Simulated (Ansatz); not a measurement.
Reaction (SMILES): N (NH3) → 3 H atom + N atom
B3LYP-D3(BJ)/def2-TZVP geometries, fixed; electronic energies without zero-point terms.
Largest species:
```xyz
4

N      0.0022    -0.0038     0.1116
H     -0.0020     0.9512    -0.2281
H      0.8095    -0.4644    -0.2929
H     -0.8232    -0.4600    -0.2599
```

How fast the atomisation energy converges with the basis for several methods (Ansatz, an electronic-structure program): deviation from each method's own reference, in kcal/mol. References: B2PLYP 299.27 kcal/mol, the value in pcseg-4; CCSD(T) 297.71 kcal/mol, Hartree-Fock in aug-cc-pVQZ plus the correlation part extrapolated as X^-3 from aug-cc-pVTZ and aug-cc-pVQZ; HF 201.35 kcal/mol, the value in aug-pcseg-3; MP2 297.53 kcal/mol, Hartree-Fock in aug-cc-pVQZ plus the correlation part extrapolated as X^-3 from aug-cc-pVTZ and aug-cc-pVQZ; PBE 302.12 kcal/mol, the value in pcseg-4; PBE0 295.28 kcal/mol, the value in pcseg-4. Cartesian d functions, on some or all atoms, in 6-31G**; all else is spherical. In correlated methods cores are frozen. Open shells are unrestricted. No added dispersion term, no relativity. 

```csv
basis,functions,B2PLYP,CCSD(T),HF,MP2,PBE,PBE0
STO-3G,8,-11.19,-46.70,9.02,(withheld),11.79,11.04
6-31G,15,-34.80,-60.56,-24.50,(withheld),-20.65,-21.48
pcseg-1,29,-14.46,-26.18,-4.14,(withheld),-9.45,-7.84
cc-pVDZ,29,-18.06,-30.71,-9.00,(withheld),-11.44,-10.60
6-31G**,30,-11.44,-25.71,-3.69,(withheld),-4.25,-3.99
6-311+G**,40,-8.19,-20.43,-3.12,(withheld),-2.63,-2.73
pcseg-2,72,-2.76,-7.65,-0.41,(withheld),-0.79,-0.58
jun-cc-pV(T+d)Z,81,-2.61,-7.75,-0.87,(withheld),-0.32,-0.45
def2-TZVPPD,88,-2.33,-7.43,-0.74,(withheld),0.05,-0.20
cc-pVQZ,145,-1.56,-3.84,-0.90,(withheld),-0.67,-0.66
def2-QZVPP,147,-1.03,-3.28,-0.55,(withheld),-0.40,-0.36
aug-cc-pVQZ,218,-0.56,-2.57,-0.40,(withheld),0.08,-0.02
```

Some entries are withheld; supply them.


- STO-3G, MP2: -57.72
- 6-31G, MP2: -64.77
- pcseg-1, MP2: -27.51
- cc-pVDZ, MP2: -32.65
- 6-31G**, MP2: -26.82
- 6-311+G**, MP2: -21.85
- pcseg-2, MP2: -8.69
- jun-cc-pV(T+d)Z, MP2: -8.63
- def2-TZVPPD, MP2: -8.28
- cc-pVQZ, MP2: -4.40
- def2-QZVPP, MP2: -3.77
- aug-cc-pVQZ, MP2: -2.95

Mean absolute deviation over 6-311+G**, pcseg-2, jun-cc-pV(T+d)Z, def2-TZVPPD: PBE 0.95, PBE0 0.99, HF 1.29, B2PLYP 3.97, CCSD(T) 10.81, MP2 11.86 kcal/mol.
